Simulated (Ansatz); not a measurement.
A made-up structure of SiNH2S, doublet:

```
5
angstrom
N -1.4893 0.0219 1.1143
Si -0.4768 -0.3723 -0.1095
S 1.4163 0.4628 -0.4665
H -1.1346 -0.7348 1.6990
H 1.3299 1.2785 0.6009
```

It is relaxed with PBE-D4/def2-SVP and then PBE0-D4/def2-TZVP (Ansatz 0.2.0). Atoms count as bonded within 1.22 times the sum of their covalent radii (H–H: 0.88 Å). The end point is not checked to be a true minimum.

Problem. Does its bonding change? (Judge from chemistry; the calculation decides.)

Solution. Computed: No: no bond forms or breaks.

Where it ends: The first stage lowers the energy by 0.75 eV in 10 steps. It ends as SiNH₂S ([NH][Si][SH]):
N1  (-0.972, -0.214, 1.277)
Si2  (-0.329, -0.514, -0.156)
S3  (1.390, 0.676, -0.609)
H4  (-1.768, -0.609, 1.753)
H5  (1.325, 1.317, 0.573)
(Å)

Labels in which every atom is bracketed show which atoms are joined, not bond orders.

For scale, one of the runs: PBE0-D4/def2-TZVP relaxation, 117 basis functions, launched by `ansatz run in.yaml --threads 2 --pin off --events-out ev --progress --plain --max-ram 4352MiB`. Hardware: 2 CPU threads of an Arm Neoverse V1, shared host. Wall time about 32 s.
